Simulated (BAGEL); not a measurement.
# A workflow on SiN2H6 (SMILES NN[SiH3])

Aim: a single-point energy (HF/def2-SVP), then the energy (NEVPT2(2,2)/def2-SVP), then a single-point energy (CASPT2(2,2)/def2-SVP) of SiN2H6. 

The results are computed with BAGEL 1.2.2.

2 further runs of the same task are left out: 2 set aside as unsound or not needed.

## (1) The system as given

SiN2H6 has 9 atoms, charge 0, and is taken as a singlet. As SMILES, `NN[SiH3]`. The Si3–H7 distance was set to 2.390 Å, away from the relaxed value. At this shape a bond of the SMILES string is far longer than usual.

Bond lengths: N1–N2 1.407 Å, N2–Si3 1.714 Å, N1–H4 1.014 Å, N1–H5 1.013 Å, N2–H6 1.005 Å, Si3–H8 1.491 Å, Si3–H9 1.486 Å. Angles: N1–N2–Si3 123.5°, N1–N2–H6 112.1°, Si3–N2–H6 123.5°, N2–N1–H4 110.8°, N2–N1–H5 110.1°, N2–Si3–H8 110.9°, N2–Si3–H9 107.1°, H4–N1–H5 108.5°, H8–Si3–H9 110.4°. A long bond or contact: Si3–H7 2.390 Å.

## (2) The energy at HF/def2-SVP (density fitting with svp-jkfit) (run 1)

job.json reads:

```json
{ "bagel" : [

{
  "title" : "molecule",
  "basis" : "svp",
  "df_basis" : "svp-jkfit",
  "angstrom" : true,
  "geometry" : [
    { "atom" : "N", "xyz" : [      -1.351324,       1.107050,      -0.826339 ] },
    { "atom" : "N", "xyz" : [      -1.078024,       0.890250,       0.536461 ] },
    { "atom" : "Si", "xyz" : [      -0.384124,      -0.554550,       1.144261 ] },
    { "atom" : "H", "xyz" : [      -0.524624,       0.943350,      -1.390739 ] },
    { "atom" : "H", "xyz" : [      -2.083024,       0.479650,      -1.138839 ] },
    { "atom" : "H", "xyz" : [      -1.170024,       1.731350,       1.078561 ] },
    { "atom" : "H", "xyz" : [       1.729200,      -1.040000,       0.139600 ] },
    { "atom" : "H", "xyz" : [      -1.262324,      -1.725250,       0.861261 ] },
    { "atom" : "H", "xyz" : [      -0.216024,      -0.375250,       2.609761 ] }
  ]
},

{ "title" : "hf" },

{ "title" : "print", "file" : "orbitals.molden", "orbitals" : true }

]}
```

On the command line:

```console
BAGEL_NUM_THREADS=1 BAGEL job.json > job.out
```

The log of the run:

```text
* using 1 threads per process

  ===============================================================
  ===============================================================

  *** Geometry ***

  { "atom" : "N", "xyz" : [     -2.553632,      2.092021,     -1.561554 ] },
  { "atom" : "N", "xyz" : [     -2.037170,      1.682329,      1.013764 ] },
  { "atom" : "Si", "xyz" : [     -0.725889,     -1.047948,      2.162340 ] },
  { "atom" : "H", "xyz" : [     -0.991396,      1.782673,     -2.628116 ] },
  { "atom" : "H", "xyz" : [     -3.936345,      0.906407,     -2.152094 ] },
  { "atom" : "H", "xyz" : [     -2.211025,      3.271777,      2.038185 ] },
  { "atom" : "H", "xyz" : [      3.267714,     -1.965315,      0.263806 ] },
  { "atom" : "H", "xyz" : [     -2.385447,     -3.260250,      1.627547 ] },
  { "atom" : "H", "xyz" : [     -0.408226,     -0.709120,      4.931734 ] },

  Number of auxiliary basis functions:      390

  Since a DF basis is specified, we compute 2- and 3-index integrals:
    o Being stored without compression. Storage requirement is 0.018 GB

  Number of basis functions:       76
  Number of electrons      :       34

    * METHOD: MOLECULE                             0.14

  *** RHF ***

  === Nuclear Repulsion ===
   114.6690061601

      * DIIS with orbital gradients will be used.

  === RHF iteration (svp) ===
      0       -400.88944029          0.01619682           0.03
      1       -400.98597304          0.00931077           0.03
      2       -401.01635310          0.00141529           0.03
      3       -401.01754077          0.00032547           0.03
      4       -401.01758997          0.00010995           0.03
      5       -401.01759696          0.00003035           0.03
      6       -401.01759792          0.00000992           0.03
      7       -401.01759805          0.00000229           0.03
      8       -401.01759806          0.00000057           0.03
      9       -401.01759806          0.00000021           0.03
     10       -401.01759806          0.00000006           0.03
     11       -401.01759806          0.00000002           0.03
     12       -401.01759806          0.00000001           0.03
    * SCF iteration converged.

    * Permanent dipole moment:
           (    0.748532,    -0.102195,    -0.187243) a.u.

    * METHOD: HF                                   0.49

    * METHOD: PRINT                                0.01

  ===============================================================
```

Wall time 0.76 s (1 thread of Arm Neoverse V1, shared host); peak memory 0.15 GiB.

## (3) The energy at NEVPT2(2,2)/def2-SVP (density fitting with svp-jkfit) (run 2)

nevpt2.json reads:

```json
{ "bagel": [

{
  "title": "molecule",
  "basis": "svp",
  "df_basis": "svp-jkfit",
  "angstrom": true,
  "geometry": [
    { "atom": "N", "xyz": [      -1.351324,       1.107050,      -0.826339 ] },
    { "atom": "N", "xyz": [      -1.078024,       0.890250,       0.536461 ] },
    { "atom": "Si", "xyz": [      -0.384124,      -0.554550,       1.144261 ] },
    { "atom": "H", "xyz": [      -0.524624,       0.943350,      -1.390739 ] },
    { "atom": "H", "xyz": [      -2.083024,       0.479650,      -1.138839 ] },
    { "atom": "H", "xyz": [      -1.170024,       1.731350,       1.078561 ] },
    { "atom": "H", "xyz": [       1.729200,      -1.040000,       0.139600 ] },
    { "atom": "H", "xyz": [      -1.262324,      -1.725250,       0.861261 ] },
    { "atom": "H", "xyz": [      -0.216024,      -0.375250,       2.609761 ] }
  ]
},

{ "title": "hf" },

{ "title": "casscf", "nstate": 1, "nact": 2, "nclosed": 16, "active": [17, 18], "maxiter": 200, "natocc": true },

{ "title": "nevpt2", "nstate": 1, "nact": 2, "nclosed": 16, "active": [17, 18], "maxiter": 200, "natocc": true, "ncore": 7 },

{ "title": "print", "file": "orbitals.molden", "orbitals": true }

]}
```

On the command line:

```console
BAGEL_NUM_THREADS=1 BAGEL nevpt2.json > nevpt2.out
```

The log of the run:

```text
* using 1 threads per process

  ===============================================================
  ===============================================================

  *** Geometry ***

  { "atom" : "N", "xyz" : [     -2.553632,      2.092021,     -1.561554 ] },
  { "atom" : "N", "xyz" : [     -2.037170,      1.682329,      1.013764 ] },
  { "atom" : "Si", "xyz" : [     -0.725889,     -1.047948,      2.162340 ] },
  { "atom" : "H", "xyz" : [     -0.991396,      1.782673,     -2.628116 ] },
  { "atom" : "H", "xyz" : [     -3.936345,      0.906407,     -2.152094 ] },
  { "atom" : "H", "xyz" : [     -2.211025,      3.271777,      2.038185 ] },
  { "atom" : "H", "xyz" : [      3.267714,     -1.965315,      0.263806 ] },
  { "atom" : "H", "xyz" : [     -2.385447,     -3.260250,      1.627547 ] },
  { "atom" : "H", "xyz" : [     -0.408226,     -0.709120,      4.931734 ] },

  Number of auxiliary basis functions:      390

  Since a DF basis is specified, we compute 2- and 3-index integrals:
    o Being stored without compression. Storage requirement is 0.018 GB

  Number of basis functions:       76
  Number of electrons      :       34

    * METHOD: MOLECULE                             0.14

  *** RHF ***

  === Nuclear Repulsion ===
   114.6690061601

      * DIIS with orbital gradients will be used.

  === RHF iteration (svp) ===
      0       -400.88944029          0.01619682           0.03
      1       -400.98597304          0.00931077           0.03
      2       -401.01635310          0.00141529           0.03
      3       -401.01754077          0.00032547           0.03
      4       -401.01758997          0.00010995           0.03
      5       -401.01759696          0.00003035           0.03
      6       -401.01759792          0.00000992           0.03
      7       -401.01759805          0.00000229           0.03
      8       -401.01759806          0.00000057           0.03
      9       -401.01759806          0.00000021           0.03
     10       -401.01759806          0.00000006           0.03
     11       -401.01759806          0.00000002           0.03
     12       -401.01759806          0.00000001           0.03
    * SCF iteration converged.

    * Permanent dipole moment:
           (    0.748532,    -0.102195,    -0.187243) a.u.

    * METHOD: HF                                   0.49

  ---------------------------
      CASSCF calculation
  ---------------------------

    ==== Active orbitals : =====
         Orbital 17
         Orbital 18
    ============================

    * nstate   :      1
    * nclosed  :     16
    * nact     :      2
    * nvirt    :     58
  === CASSCF iteration (svp) ===

    * Using the second-order algorithm

      0  0      -401.03278240     2.34e-03      0.01

      1  0      -401.04956212     1.51e-03      0.15

      2  0      -401.05256817     5.85e-04      0.16

      3  0      -401.05276502     1.99e-04      0.16

      4  0      -401.05277978     5.97e-05      0.16

      5  0      -401.05278099     1.73e-05      0.16

      6  0      -401.05278109     4.95e-06      0.16

      7  0      -401.05278109     1.42e-06      0.16

      8  0      -401.05278110     4.05e-07      0.16

      9  0      -401.05278110     1.16e-07      0.16

     10  0      -401.05278110     3.30e-08      0.14

     11  0      -401.05278110     9.44e-09      0.13

    * Second-order optimization converged. *

     guess   0:   closed 1.                   open ..

  === FCI iteration ===

      0  0      -401.01499258     7.03e-02      0.00
      1  0      -401.05238039     6.34e-03      0.00
      2  0 *    -401.05278110     4.89e-16      0.00

     * ci vector, state   0, <S^2> = 0.0000
       2.     0.9656200631
       .2    -0.2599574845

    * METHOD: CASSCF                               1.79

    * freezing 7 orbitals

  === DF-NEVPT2 calculation ===

    * 3-index integral transformation done
    * assembly done

      NEVPT2 correlation energy:   -0.4270132908      0.12

          (+0)     -0.3969416355
          (+0)'    -0.0038501338
          (+1)     -0.0094629664
          (+1)'    -0.0000000000
          (+2)     -0.0003072335
          (-1)     -0.0128740445
          (-1)'     0.0000000000
          (-2)     -0.0035772771

      NEVPT2 total energy:       -401.4797943861

    * METHOD: NEVPT2                               0.18

    * METHOD: PRINT                                0.01

  ===============================================================
```

Run time: 2.8 s. Hardware: 1 thread of Arm Neoverse V1, shared host; peak memory 0.15 GiB.

## (4) The energy at CASPT2(2,2)/def2-SVP (density fitting with svp-jkfit) (run 3)

caspt2.json reads:

```json
{ "bagel": [

{
  "title": "molecule",
  "basis": "svp",
  "df_basis": "svp-jkfit",
  "angstrom": "true",
  "geometry": [
    { "atom": "N", "xyz": [      -1.351324,       1.107050,      -0.826339 ] },
    { "atom": "N", "xyz": [      -1.078024,       0.890250,       0.536461 ] },
    { "atom": "Si", "xyz": [      -0.384124,      -0.554550,       1.144261 ] },
    { "atom": "H", "xyz": [      -0.524624,       0.943350,      -1.390739 ] },
    { "atom": "H", "xyz": [      -2.083024,       0.479650,      -1.138839 ] },
    { "atom": "H", "xyz": [      -1.170024,       1.731350,       1.078561 ] },
    { "atom": "H", "xyz": [       1.729200,      -1.040000,       0.139600 ] },
    { "atom": "H", "xyz": [      -1.262324,      -1.725250,       0.861261 ] },
    { "atom": "H", "xyz": [      -0.216024,      -0.375250,       2.609761 ] }
  ]
},

{
  "title": "hf"
},

{
  "title": "casscf",
  "nstate": 1,
  "nact": 2,
  "nclosed": 16,
  "active": [17, 18],
  "maxiter": 200,
  "natocc": "true"
},

{
  "title": "print",
  "file": "orbitals.molden",
  "orbitals": "true"
},

{
  "title": "smith",
  "method": "caspt2",
  "ms": "true",
  "xms": "true",
  "sssr": "true",
  "shift": 0.2,
  "shift_imag": "true",
  "ncore": 7
}

]}
```

On the command line:

```console
BAGEL_NUM_THREADS=1 BAGEL caspt2.json > caspt2.out
```

The log of the run:

```text
* using 1 threads per process

  ===============================================================
  ===============================================================

  *** Geometry ***

  { "atom" : "N", "xyz" : [     -2.553632,      2.092021,     -1.561554 ] },
  { "atom" : "N", "xyz" : [     -2.037170,      1.682329,      1.013764 ] },
  { "atom" : "Si", "xyz" : [     -0.725889,     -1.047948,      2.162340 ] },
  { "atom" : "H", "xyz" : [     -0.991396,      1.782673,     -2.628116 ] },
  { "atom" : "H", "xyz" : [     -3.936345,      0.906407,     -2.152094 ] },
  { "atom" : "H", "xyz" : [     -2.211025,      3.271777,      2.038185 ] },
  { "atom" : "H", "xyz" : [      3.267714,     -1.965315,      0.263806 ] },
  { "atom" : "H", "xyz" : [     -2.385447,     -3.260250,      1.627547 ] },
  { "atom" : "H", "xyz" : [     -0.408226,     -0.709120,      4.931734 ] },

  Number of auxiliary basis functions:      390

  Since a DF basis is specified, we compute 2- and 3-index integrals:
    o Being stored without compression. Storage requirement is 0.018 GB

  Number of basis functions:       76
  Number of electrons      :       34

    * METHOD: MOLECULE                             0.14

  *** RHF ***

  === Nuclear Repulsion ===
   114.6690061601

      * DIIS with orbital gradients will be used.

  === RHF iteration (svp) ===
      0       -400.88944029          0.01619682           0.03
      1       -400.98597304          0.00931077           0.03
      2       -401.01635310          0.00141529           0.03
      3       -401.01754077          0.00032547           0.03
      4       -401.01758997          0.00010995           0.03
      5       -401.01759696          0.00003035           0.03
      6       -401.01759792          0.00000992           0.03
      7       -401.01759805          0.00000229           0.03
      8       -401.01759806          0.00000057           0.03
      9       -401.01759806          0.00000021           0.03
     10       -401.01759806          0.00000006           0.03
     11       -401.01759806          0.00000002           0.03
     12       -401.01759806          0.00000001           0.03
    * SCF iteration converged.

    * Permanent dipole moment:
           (    0.748532,    -0.102195,    -0.187243) a.u.

    * METHOD: HF                                   0.49

  ---------------------------
      CASSCF calculation
  ---------------------------

    ==== Active orbitals : =====
         Orbital 17
         Orbital 18
    ============================

    * nstate   :      1
    * nclosed  :     16
    * nact     :      2
    * nvirt    :     58
  === CASSCF iteration (svp) ===

    * Using the second-order algorithm

      0  0      -401.03278240     2.34e-03      0.01

      1  0      -401.04956212     1.51e-03      0.15

      2  0      -401.05256817     5.85e-04      0.16

      3  0      -401.05276502     1.99e-04      0.16

      4  0      -401.05277978     5.97e-05      0.17

      5  0      -401.05278099     1.73e-05      0.17

      6  0      -401.05278109     4.95e-06      0.17

      7  0      -401.05278109     1.42e-06      0.17

      8  0      -401.05278110     4.05e-07      0.16

      9  0      -401.05278110     1.16e-07      0.16

     10  0      -401.05278110     3.30e-08      0.15

     11  0      -401.05278110     9.44e-09      0.14

    * Second-order optimization converged. *

     guess   0:   closed 1.                   open ..

  === FCI iteration ===

      0  0      -401.01499258     7.03e-02      0.00
      1  0      -401.05238039     6.34e-03      0.00
      2  0 *    -401.05278110     4.89e-16      0.00

     * ci vector, state   0, <S^2> = 0.0000
       2.     0.9656200631
       .2    -0.2599574845

    * METHOD: CASSCF                               1.83

    * METHOD: PRINT                                0.01

  === SMITH program ===

    * freezing 7 orbitals

    * Approximate memory requirement for SMITH calulation per MPI process:
      o Storage requirement for T-amplitude, lambda, and residual is 0.01 GB
      o Storage requirement for MO integrals is 0.00 GB
    * Calculating and saving rdm4f

    * Zeroth order energy : state  0       -0.6179058611

    * CASPT2 iteration is performed using orthogonal basis

      -------------------------------------------  CASPT2 iteration  ---------------------------------------------------
       #      aibj      arbs      arbi      airj      risj      airs      arst      rist         Etot      error   time
      ------------------------------------------------------------------------------------------------------------------

       0  -0.39582  -0.00431  -0.01327  -0.01027  -0.00048  -0.00355  -0.00000  -0.00000   -0.4276854  0.0006976   0.05
       1  -0.39587  -0.00432  -0.01329  -0.01037  -0.00050  -0.00360   0.00000  -0.00000   -0.4279504  0.0001064   0.04
       2  -0.39588  -0.00432  -0.01329  -0.01037  -0.00050  -0.00360  -0.00000  -0.00000   -0.4279558  0.0000204   0.04
       3  -0.39588  -0.00432  -0.01329  -0.01037  -0.00050  -0.00360  -0.00000  -0.00000   -0.4279560  0.0000039   0.04
       4  -0.39588  -0.00432  -0.01329  -0.01037  -0.00050  -0.00360   0.00000  -0.00000   -0.4279560  0.0000006   0.05

      ------------------------------------------------------------------------------------------------------------------

    * CASPT2 energy : state  0     -401.4828147299
        w/o shift correction       -401.4807371439
        reference weight              0.8788127241

    * METHOD: SMITH                                0.34

  ===============================================================
```

Run time: 3 s. Hardware: 1 thread of Arm Neoverse V1, shared host; peak memory 0.15 GiB.

## (5) Results

| quantity | value |
| --- | --- |
| run 1, HF/def2-SVP: total energy | -401.01760 Eh |
| run 1, HF/def2-SVP: dipole moment | 1.98 D |
| run 1, HF/def2-SVP: HOMO energy | -9.30 eV |
| run 1, HF/def2-SVP: LUMO energy | 2.05 eV |
| run 1, HF/def2-SVP: HOMO–LUMO gap | 11.35 eV |
| run 2, NEVPT2(2,2)/def2-SVP: total energy | -401.47979 Eh |
| run 3, CASPT2(2,2)/def2-SVP: total energy | -401.48281 Eh |
